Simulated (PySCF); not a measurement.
A rate constant, worked out

An elementary step of AlH3O, closed shell (AlH₃O ([OH][AlH2]) → AlHO ([O][AlH]) + H₂; Al–H, O–H broken or loosened, H–H formed or tightened). The start structure is the reactant molecule, and the electronic barrier above it is 2.858 eV by CCSD(T) at an estimated basis limit (MP2 extrapolated from triple and quadruple zeta, plus CCSD(T) − MP2 in triple zeta). PySCF 2.14 with density fitting (its default auxiliary sets; JK sets also for MP2 and CCSD(T)); basis: def2-TZVPP and def2-QZVPP; cores frozen in the correlated methods. Extrapolation: Hartree–Fock as exp(−7.88 √X), correlation as X^−2.97. Harmonic wavenumbers (analytic Hessian with the translational sum rule) at PBE0-D4/def2-TZVP (PySCF 2.14 with density fitting (its default auxiliary sets; JK sets also for MP2 and CCSD(T))), in cm⁻¹:

Start: 432, 488, 617, 672, 768, 865, 1927, 1962, 3961.

Saddle: 846i, 449, 559, 733, 1038, 1053, 1715, 1996, 2484.

**Question.** Work out the transition-state-theory rate constant at 600 K from these numbers alone (harmonic vibrations; rotation, path degeneracy and anharmonicity left out), and the Wigner tunnelling factor. Use 1 cm⁻¹ = 1.2398 × 10⁻⁴ eV and k_B = 8.617 × 10⁻⁵ eV/K.

**Answer.** Zero-point energies, half the sums: start 11692/2 cm⁻¹ = 0.7248 eV; saddle, real modes only, 10027/2 cm⁻¹ = 0.6216 eV.
Barrier with zero-point energy: 2.858 + 0.6216 − 0.7248 = 2.7548 eV.
k_BT = 0.05170 eV, so the barrier is 53.28 k_BT.
Vibrational partition functions from the zero-point level, ln q = −Σ ln(1 − exp(−hν/k_BT)): start 1.617, saddle 1.107.
k = (k_BT/h) exp(ln q‡ − ln q) exp(−E0/k_BT), with log₁₀(k_BT/h in s⁻¹) = 13.10: log₁₀ k = 13.10 + (-0.510 − 53.28)/2.3026 = -10.26, so k ≈ 5 × 10^(-11) s⁻¹.
Wigner factor: 1 + (hν‡/k_BT)²/24 = 1 + (2.03)²/24 = 1.17. A change of 1 kcal/mol (0.043 eV) in the barrier would change k by a factor of 2.3 at this temperature.

No T1 diagnostic of these runs exceeds 0.033. The T1 diagnostic is large here, which may signal multireference character or strong orbital relaxation, so CCSD(T) is less sure.

Labels in which every atom is bracketed show which atoms are joined, not bond orders.

For scale, one of the runs: CCSD(T)/def2-TZVPP, 115 basis functions, launched by `OMP_NUM_THREADS=4 python run.py`. The run took about 21 s on 4 CPU threads of an AMD EPYC 7B13 (shared host).
